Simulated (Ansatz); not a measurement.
SiBCl, triplet: reading a ladder of total energies

Geometry: displaced at random from a stationary point.

```xyz
3

B     0.0844    0.0052    0.0587
Si   -0.0805    0.0136   -1.8107
Cl   -0.0039   -0.0188    1.7520
```

Basis cc-pVDZ; Ansatz 0.2.0. Correlated methods freeze the noble-gas cores, which leaves 14 electrons in 39 orbitals. Prefix R: restricted or restricted open-shell reference; prefix U: unrestricted.

Full CI isn't at hand for all of this; UCCSDT(Q) serves as the reference, and is uncertain by about the last step of the cluster series.

Runs differ by some tens of microhartree through their thresholds and, for an open shell, their frozen cores, so steps under 0.03 kcal/mol mean nothing.

```csv
level,total energy (hartree)
UHF,-773.068337
UMP2,-773.329482
UCCSD,-773.364144
UCCSD(T),-773.374920
UCCSDT,-773.376477
UCCSDT(Q),-773.377313
```

**Question.** What is the correlation energy at UCCSDT(Q), and what share of it do UMP2 and UCCSDT recover?

**Answer.** E(corr) = -773.377313 − (-773.068337) = -0.308976 hartree = -8.408 eV. UMP2: -0.261145 / -0.308976 = 84.52 %. UCCSDT: -0.308140 / -0.308976 = 99.73 %.

**Question.** By how many kcal/mol does UCCSD(T) miss UCCSDT(Q) (1 hartree = 627.509 kcal/mol), and which steps make up the rest?

**Answer.** -773.374920 − (-773.377313) = 0.002393 hartree = 1.50 kcal/mol. Steps: UCCSDT − UCCSD(T) = -0.98, UCCSDT(Q) − UCCSDT = -0.52 kcal/mol. Differences between like states or geometries often cancel part of this.
